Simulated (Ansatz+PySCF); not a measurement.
The numbers below are computed, except where a source is named.
## Ansatz (development build ahead of 0.2.0) run

```yaml
crystal:
  periodic: [false, false, false]
  atoms:
    - { symbol: B, position_ang: [0.0, 0.0, 0.0] }
    - { symbol: "N", position_ang: [0.0, 0.0, 2.5] }
basis:
  gaussian: { orbitals: "6-31G" }
hamiltonian:
  xc: hf
correlation:
  method: fci
  frozen_orbitals: { B: 1, "N": 1 }
```

The input is written out in the form of the current development build from the run's settings.

Output:

| Item | Value |
| --- | --- |
| Converged | yes |
| Total energy | -78.92282 hartree |
| State | lowest singlet root, of any spatial symmetry |

Caution: another spin multiplicity may lie lower.
